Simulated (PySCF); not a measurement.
## `InChI=1S/C4H6NP/c5-4-2-1-3-6-4/h1-3,6H,5H2`

Geometry:
```
atom   x (Å)   y (Å)   z (Å)
  N1   2.100   0.209  -0.054
  C2   0.741   0.013  -0.083
  C3  -0.033  -0.600   0.852
  C4  -1.453  -0.557   0.547
  C5  -1.790   0.085  -0.594
  P6  -0.296   0.574  -1.495
  H7   2.628  -0.317   0.633
  H8   2.577   0.320  -0.939
  H9   0.364  -1.078   1.752
 H10  -2.190  -1.030   1.202
 H11  -2.801   0.176  -0.989
 H12  -0.252   1.969  -1.203
```

Computed, not measured: PySCF, UKS CAM-B3LYP/def2-SVP four-point reorganisation energy, gas phase. Geometry: CAM-B3LYP/def2-SVP.

(1) What is the inner reorganisation energy for hole transfer, with the ionisation energy?

## Answers

(1) λ = 0.394 (surface of the oxidised species) + 0.279 (surface of the starting species) = 0.673 eV. The ionisation energy is 7.39 eV vertical and 7.00 eV adiabatic without zero-point energy; at the relaxed geometry of the oxidised species the two energies differ by 6.72 eV. Largest bond changes: C2–C3 1.360 → 1.422 Å, N1–C2 1.373 → 1.312 Å, C3–C4 1.453 → 1.399 Å, C4–C5 1.351 → 1.388 Å, P6–C2 1.840 → 1.852 Å. ⟨S²⟩ of the relaxed oxidised species 0.783.
